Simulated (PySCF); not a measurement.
hydrogen isocyanide (CHN), SMILES [C-]#[NH+]. Geometry optimised at r2SCAN-D4/def2-TZVPD.

TDDFT-LC-ωPBE/def2-TZVPD in PySCF puts the lowest singlet excitations at 8.26, 8.26, 8.47, 8.84, 8.84, 9.81 eV.

Question: What are the lowest excitation roots from ADC(3)/aug-cc-pVDZ (PySCF 2.14.0)? (An estimate is asked for; the answer gives what the named calculation found.)

Answer: 7.94, 7.94, 8.25, 8.61, 9.62, 9.84 eV. S1 differs by -0.32 eV (second minus first; roots are paired by order, and the bases may differ).
